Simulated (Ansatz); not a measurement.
## Worked example: Ge–B–PH, sextet against Ge–B–PH, quartet

Geometry (PBE0/def2-TZVP stationary point of a quartet), kept for both states (Ge–B–PH, quartet: A; Ge–B–PH, sextet: A):

```yaml
atoms:
  - { symbol: Ge, position_ang: [0.0000, -0.3114, 2.4685] }
  - { symbol: B, position_ang: [0.0000, -0.2886, 0.5103] }
  - { symbol: P, position_ang: [0.0000, -0.4075, -1.3979] }
  - { symbol: H, position_ang: [0.0000, 1.0075, -1.5809] }
```

Basis cc-pVDZ; Ansatz 0.2.0. Correlated methods freeze the noble-gas cores and the filled d shells of p-block atoms. R marks a restricted (for open shells ROHF) determinant, U an unrestricted one. No spin–orbit coupling is included, and no scalar relativity.

Full CI isn't at hand for all of this; UCCSDT(Q) serves as the reference, and is uncertain by about the last step of the cluster series.

```json
{"level": "UHF", "E(Ge–B–PH, quartet) (hartree)": "-2441.247682", "E(Ge–B–PH, sextet) (hartree)": "-2441.160747"}
{"level": "UMP2", "E(Ge–B–PH, quartet) (hartree)": "-2441.463735", "E(Ge–B–PH, sextet) (hartree)": "-2441.353358"}
{"level": "UCCSD(T)", "E(Ge–B–PH, quartet) (hartree)": "-2441.517962", "E(Ge–B–PH, sextet) (hartree)": "-2441.405815"}
{"level": "PBE", "E(Ge–B–PH, quartet) (hartree)": "-2443.132350", "E(Ge–B–PH, sextet) (hartree)": "-2443.014051"}
{"level": "PBE0", "E(Ge–B–PH, quartet) (hartree)": "-2443.219516", "E(Ge–B–PH, sextet) (hartree)": "-2443.103311"}
{"level": "UCCSDT(Q)", "E(Ge–B–PH, quartet) (hartree)": "-2441.520638", "E(Ge–B–PH, sextet) (hartree)": "-2441.408479"}
```

Problem. Give the vertical gap, Ge–B–PH sextet less Ge–B–PH quartet, at each level in eV (1 hartree = 27.2114 eV), and each error against UCCSDT(Q).

Solution. UCCSDT(Q): (-2441.408479 − (-2441.520638)) × 27.2114 = 3.052 eV (the reference)
PBE0: (-2443.103311 − (-2443.219516)) × 27.2114 = 3.162 eV, error 0.110 eV
PBE: (-2443.014051 − (-2443.132350)) × 27.2114 = 3.219 eV, error 0.167 eV
UCCSD(T): (-2441.405815 − (-2441.517962)) × 27.2114 = 3.052 eV, error 0.000 eV
UMP2: (-2441.353358 − (-2441.463735)) × 27.2114 = 3.004 eV, error -0.048 eV
UHF: (-2441.160747 − (-2441.247682)) × 27.2114 = 2.366 eV, error -0.686 eV

Total energies of functionals can't be set beside those of wave-function methods, since they hold the core's correlation and their own absolute errors; only the differences compare.

In so small a basis the reference is far from its limit while semilocal and hybrid functionals are nearer theirs, so the functionals' errors here hold much of the reference's basis and frozen-core error, which can add to them or hide them.

Each level lands on the state that its own search finds. T1 diagnostics of restricted CCSD: 0.022 and 0.034.
